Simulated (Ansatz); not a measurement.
The calculation used Ansatz, DFT, r2SCAN, plane waves (500 eV) with PAW, scalar-relativistic. The PAW files were generated under PBE, with cores re-solved for the functional.

An element in the hcp structure gives this curve. The cell is scaled uniformly from the relaxed one, with fractional coordinates and shape fixed. Energies are extrapolated to zero smearing, pressures are those at the given smearing. Magnetic state: spin not included.

| V (Å³/atom) | E − E₀ (meV/atom) | P (GPa) |
| --- | --- | --- |
| 26.547 | 55.4 | 5.69 |
| 27.754 | 22.2 | 3.30 |
| 28.960 | 4.9 | 1.44 |
| 30.167 | 0.0 | 0.00 |
| 31.374 | 4.7 | -1.12 |
| 32.580 | 16.9 | -1.99 |
| 33.787 | 34.9 | -2.66 |

(1) Which element is it?
A. thallium
B. tin
C. terbium
D. mercury

Results:

(1) A. Its fit is V₀ = 30.13 Å³/atom, B₀ = 32 GPa, B₀′ = 5.3.
